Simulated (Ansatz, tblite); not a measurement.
# SiH4: rung by rung

One table from this session's results is given with a row withheld; the runs are named, their logs left out.

Method: as each input shows; program: Ansatz 0.2.0, Gaussian basis.

Plan: GFN1-xTB, GFN2-xTB, PBE-D4/def2-TZVP, r2SCAN-D4/def2-TZVP, ωB97M-V/def2-TZVP, BLYP-D4/def2-TZVP, revPBE-D4/def2-TZVP, BHLYP-D4/def2-TZVP, r2SCAN0-D4/def2-TZVP, LDA/def2-TZVP, HF/def2-TZVP, PBE-D4/def2-SVP, PBE0-D4/def2-SVP, HF/6-31G, B3LYP-D4/6-31G, PBE0-D4/def2-TZVPD, PBE-D4/def2-TZVPD, r2SCAN-D4/def2-TZVPD, CCSD(T)/def2-TZVPP, MP2/def2-TZVP, RPA/def2-TZVP, CCSD(T)/def2-TZVPD.

### The structure

The singlet was relaxed beforehand with PBE0-D4/def2-TZVP.

5 atoms, charge 0, spin multiplicity 1.

Bond lengths: Si1–H2 1.485 Å, Si1–H3 1.485 Å, Si1–H4 1.485 Å, Si1–H5 1.485 Å. Angles: H2–Si1–H3 109.5°, H2–Si1–H4 109.5°, H2–Si1–H5 109.5°, H3–Si1–H4 109.5°, H3–Si1–H5 109.5°, H4–Si1–H5 109.5°.

PBE0-D4/def2-TZVP was run before; its log isn't repeated, and its numbers join the tables.

Set-up of the first run:

Tight binding, by tblite at 300 K electronic temperature and without a spin-polarisation term:

```python
tblite.interface.Calculator('GFN1-xTB', numbers, positions, charge=0, uhf=0).singlepoint()
```

Tight binding, by tblite at 300 K electronic temperature and without a spin-polarisation term:

```python
tblite.interface.Calculator('GFN2-xTB', numbers, positions, charge=0, uhf=0).singlepoint()
```

start.molden holds the orbitals of an earlier run on this state, given as this run's starting guess.

File in.yaml:

```yaml
crystal:
  periodic: [false, false, false]
  atoms:
    - {symbol: Si, position_ang: [0.000006, 0.000001, 0.000010]}
    - {symbol: H, position_ang: [0.011579, -0.019743, 1.484474]}
    - {symbol: H, position_ang: [1.395812, 0.011521, -0.505694]}
    - {symbol: H, position_ang: [-0.707860, 1.216184, -0.473242]}
    - {symbol: H, position_ang: [-0.699536, -1.207964, -0.505547]}
basis:
  gaussian: {orbitals: def2-TZVP, initial_orbitals: start.molden}
hamiltonian: {xc: pbe, dispersion: d4}
scf: {omitted_lower_state_checks: [starts]}
output: {forces: true, orbitals: {seedname: orbitals}}
```

Run with:

```
$ ansatz run in.yaml --threads 4 --pin off --events-out ev --progress --plain --max-ram 3916MiB
```

Steps of the session up to this table: PBE-D4/def2-TZVP; r2SCAN-D4/def2-TZVP; ωB97M-V/def2-TZVP; BLYP-D4/def2-TZVP; revPBE-D4/def2-TZVP; BHLYP-D4/def2-TZVP; r2SCAN0-D4/def2-TZVP; LDA/def2-TZVP; HF/def2-TZVP; PBE-D4/def2-SVP; PBE0-D4/def2-SVP; HF/6-31G; B3LYP-D4/6-31G; PBE0-D4/def2-TZVPD; PBE-D4/def2-TZVPD; r2SCAN-D4/def2-TZVPD; CCSD(T)/def2-TZVPP; MP2/def2-TZVP; RPA/def2-TZVP; CCSD(T)/def2-TZVPD.

One table of the session follows, with a row left open; its other results are not shown here.

```
               level  HOMO (eV)  LUMO (eV)  gap (eV)
            HF/6-31G     -13.13       4.59     17.71
        HF/def2-TZVP     -13.23       3.90     17.13
       LDA/def2-TZVP      -8.52       0.07      8.58
     PBE-D4/def2-SVP      -8.47       0.62      9.10
    PBE-D4/def2-TZVP      -8.51       0.24      8.74
   PBE-D4/def2-TZVPD      -8.51      -0.18      8.33
 revPBE-D4/def2-TZVP      -8.50       0.31      8.80
   BLYP-D4/def2-TZVP      -8.43       0.34      8.77
 r2SCAN-D4/def2-TZVP          ?          ?         ?
r2SCAN-D4/def2-TZVPD      -8.86       0.63      9.48
      B3LYP-D4/6-31G      -9.69       1.58     11.27
    PBE0-D4/def2-SVP      -9.85       1.50     11.35
   PBE0-D4/def2-TZVP      -9.86       1.07     10.93
  PBE0-D4/def2-TZVPD      -9.86       0.40     10.26
r2SCAN0-D4/def2-TZVP     -10.09       1.38     11.47
  BHLYP-D4/def2-TZVP     -11.16       1.88     13.04
   ωB97M-V/def2-TZVP     -12.15       2.72     14.87
```

Estimate the missing values for r2SCAN-D4/def2-TZVP.

The run gave: HOMO (eV): -8.86; LUMO (eV): 0.71; gap (eV): 9.57.
